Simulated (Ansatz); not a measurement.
**A ladder of methods for LiH (SMILES [LiH])**

LiH: 2 atoms, total charge 0, spin state singlet. SMILES: `[LiH]`. The bond length is the measured one.

```xyz
2

Li    0.0000    0.0000    0.0000
H     0.0000    0.0000    1.5957
```

Quantity: the energy change with the Li1–H2 bond stretched from 1.596 to 3.191 Å, in eV. The values are calculated.

| level | kind | program | value (eV) | less FCI/3-21G | CPU time (all runs) |
| --- | --- | --- | --- | --- | --- |
| BLYP/3-21G (restricted) | GGA | Ansatz | 1.85 | +0.36 | 0.9 s |
| r2SCAN0/3-21G (restricted) | hybrid meta-GGA | Ansatz | 2.06 | +0.57 | 2.2 s |
| wB97M-V/3-21G (restricted) | range-separated hybrid | Ansatz | 2.17 | +0.68 | 11 s |
| B2PLYP/3-21G (restricted) | double hybrid | Ansatz | 2.01 | +0.52 | 1.1 s |
| MP2/3-21G (restricted) | perturbation theory | Ansatz | 2.01 | +0.52 | 0.11 s |
| CCSD(T)/3-21G (restricted) | coupled cluster or CI | Ansatz | 1.49 | 0.00 | 0.24 s |
| CCSDT(Q)/3-21G (restricted) | coupled cluster or CI | Ansatz | 1.49 | 0.00 | 0.39 s |
| CCSDT/3-21G (restricted) | coupled cluster or CI | Ansatz | 1.49 | 0.00 | 0.35 s |
| FCI/3-21G | exact in the basis | Ansatz | 1.49 | 0.00 | 0.32 s |

FCI/3-21G is exact within its basis and frozen core, so for wave-function methods in that basis the difference is their error; functionals converge differently with the basis, so for them it is only a difference. The first shape isn't each level's own minimum. The values span 1.49 to 2.17 eV. All rows use very small basis sets, so none should be taken for the real molecule's value. CPU times are rough (shared hosts, several kinds of processor): they show what a rung costs within a factor of a few.
